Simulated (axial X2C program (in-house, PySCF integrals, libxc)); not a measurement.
# NH⁺: bond constants with and without spin–orbit coupling

Computed with an axial X2C code built on PySCF integrals. Spin-free means the one-electron spin-free X2C Hamiltonian; two-component (2c) means X2C with spin–orbit coupling and atomic mean-field two-electron Coulomb and Gaunt terms, so the difference of the two also holds small scalar two-electron terms. Basis: N dyall-av3z [7s7p3d2f], H dyall-v3z [6s2p1d] (cores contracted in-house); Gaussian nuclei, density fitting, unrestricted open shells. Masses: N 14.003 u, H 1.008 u.

Input:
```json
{"zs": [7, 1], "q": 1, "bas": ["dyall-av3z", "dyall-v3z"], "levels": ["PBE0", "HF", "PBE50"], "cc": true, "r0": 1.03, "thr": -2.0, "nmax": 90, "npts": 10, "nst": 2, "ntry": 6}
```
```bash
python so2c.py task.json out
```

Keys: zs atomic numbers; q charge; bas basis sets; levels methods; cc coupled cluster on or off; r0 starting distance in Å; thr threshold in hartree for freezing inner shells (an s shell follows its p shell); nmax most natural virtual spinors; npts points on the curve; nst determinants followed; ntry starts of the search. HF also brings MP2.

State, spin-free: M_S = 3/2, Λ = 0 (beyond evenly filled blocks: σα, π+α, π-α); electrons by block: σα: 3, σβ: 2, π+α: 1, π-α: 1. Fragments: N + H+.

State, 2c: Ω = 3/2 (⟨Sz⟩ = 1.50, ⟨Lz⟩ = 0.00 at PBE0); electrons by block: 1/2: 3, -1/2: 3, 3/2: 1. Fragments: N + H+.

| Hamiltonian | level | Re (Å) | ωe (cm⁻¹) | ωexe (cm⁻¹) | De (eV) | μ (D) |
| --- | --- | --- | --- | --- | --- | --- |
| 2c | PBE0 | 1.099 | 2638.9 | 98.2 | 3.72 | 1.74 |
| 2c | HF | 1.062 | 3001.1 | 93.4 | 3.88 | 1.54 |
| 2c | MP2 | 1.087 | 2756.2 | 86.7 | 3.65 | n/a |
| 2c | CCSD | 1.093 | 2721.3 | 84.8 | 3.66 | n/a |
| 2c | CCSD(T) | 1.096 | 2700.6 | 84.3 | 3.65 | n/a |
| 2c | PBE50 | 1.084 | 2769.7 | 95.4 | 3.75 | 1.69 |

Spin-free values that have a 2c row agree with it to the digits that matter (0.001 Å, 0.01 eV) and are not repeated.

Correlated methods: 5 electrons correlated (number of frozen shells: N 1 s; H none), 131 virtual spin orbitals or spinors in MP2, 54 natural virtuals in coupled cluster.

Dipoles are positive if H is the positive end and refer to the centre of mass.

Occupations by symmetry block were frozen at the best pattern of an incomplete PBE0 search. De is counted from the lowest determinant-based energies of the atoms at the same level, without counterpoise correction. Density functionals use the spin component along the axis (collinear). CCSD and (T) use frozen natural virtuals with an MP2 correction for the truncation; (T) itself is uncorrected, so its De runs slightly low. Other states lie close and PBE0, whose exact exchange favours high spin, may order them wrongly; the determinant shown need not be the ground state. The nearest other 2c determinant of the search, Ω = 1/2, lies 0.23 eV up at the distance of the search. With several unpaired electrons one determinant need not be a pure state. This is the top spin component of a Σ state; components of lower Ω are not single determinants and can lie lower.

Rough cost a point (2c) on 1 thread(s) of a shared host, integrals apart: PBE0 0.13 s, HF 0.06 s, CCSD(T) 0.3 s, PBE50 0.14 s.

The whole task took 19 s on 1 thread of INTEL(R) XEON(R) PLATINUM 8581C CPU @ 2.10GHz (Emerald Rapids), with other jobs on the host.
